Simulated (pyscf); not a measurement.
H₂C=N–CH₃ (SMILES C=NC) → [HC–N=CH₂] (SMILES [CH]N=C) [singlet] + H₂ (SMILES [H][H]), a 1,1-elimination (singlet surface; C–H, C–H broken, H–H formed). PySCF, gas phase, ωB97X-D3(BJ)/def2-SVP geometries. Energies in kcal/mol from the reactant's lowest minimum found.

Small-basis levels: PySCF, no dispersion term, spherical d functions. AM1 to PM7: differences of heats of formation from MOPAC, which are fitted to 298 K values and so differ in kind from electronic energies by zero-point and thermal terms. Cost: rough CPU time at the saddle relative to B3LYP/6-31G*, from one job on a shared machine.

| level | barrier | reaction energy | cost |
|---|---|---|---|
| HF/STO-3G | 143.5 | +102.5 | 0.05 |
| HF/3-21G | … | +70.3 | 0.06 |
| HF/6-31G* | 106.7 | +73.9 | 0.09 |
| SVWN5/6-31G* | 77.5 | +65.1 | 0.9 |
| PBE/6-31G* | 78.9 | +58.8 | 1 |
| B3LYP/STO-3G | … | +82.7 | 0.6 |
| M06-2X/6-31G* | 91.9 | +66.3 | 3 |
| PBE/def2-SVP | 73.2 | +55.9 | 2 |
| PM3 | 77.7 | +48.9 | under 0.02 |
| ωB97M-D3(BJ)/def2-TZVP | … | +63.6 | – |

Task: What belongs in the gaps?

Result: 
- HF/3-21G, barrier: 104.7
- B3LYP/STO-3G, barrier: 113.9
- ωB97M-D3(BJ)/def2-TZVP, barrier: 85.9

Against the last row the barrier runs from -12.7 (PBE/def2-SVP) to +57.7 kcal/mol (HF/STO-3G). ωB97M-D3(BJ)/def2-TZVP has limits of its own. The same reactants have a lower exit, to H₂C=N• + CH₃• (no saddle counted: cutting one bond costs +78.9 kcal/mol at ωB97M-D3(BJ)/def2-TZVP, against +85.9 kcal/mol here). H₂C=N–CH₃ lies 9.1 kcal/mol over its isomer H₃C–CH=NH (electronic energy, ωB97M-D3(BJ)/def2-TZVP). [HC–N=CH₂] [singlet] lies 57.8 kcal/mol over its isomer H₃C–C≡N (electronic energy, ωB97M-D3(BJ)/def2-TZVP). Another saddle between the same species, by other bonds, lies lower (79.3 kcal/mol against 85.9 kcal/mol at ωB97M-D3(BJ)/def2-TZVP).
